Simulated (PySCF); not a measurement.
Bonds broken one at a time in the series B SH-H. Gas-phase values, no solvent. One relaxed conformer stands for each flexible species; it need not be the lowest. Strings in code marks are SMILES.

The highest occupied spin orbital from two functionals at the same geometries (PBE0-D4/def2-TZVP), both in PySCF: PBE-D3(BJ)/def2-TZVP and B3LYP-D3(BJ)/def2-TZVP. B3LYP has the VWN-RPA correlation part, as in Gaussian. 

| species | PBE-D3(BJ)/def2-TZVP (eV) | B3LYP-D3(BJ)/def2-TZVP (eV) |
|---|---|---|
| radical fragment (`S[B]S` (H–S–B–S torsion 180°, S–B–S–H torsion -180°)) | -4.75 | -5.68 |
| radical fragment (`[SH]`) | -6.12 | -7.17 |
| radical fragment (`[BH]S` (H–B–S–H torsion 0°)) | -4.88 | -5.82 |
| radical fragment (`[BH2]`) | -4.92 | -5.88 |

Over these rows, drawn at random from the members with no instability flagged (it was tested for open shells, ions and some series alone), PBE minus B3LYP-D3(BJ): mean +0.97 eV, from +0.93 eV to +1.05 eV.
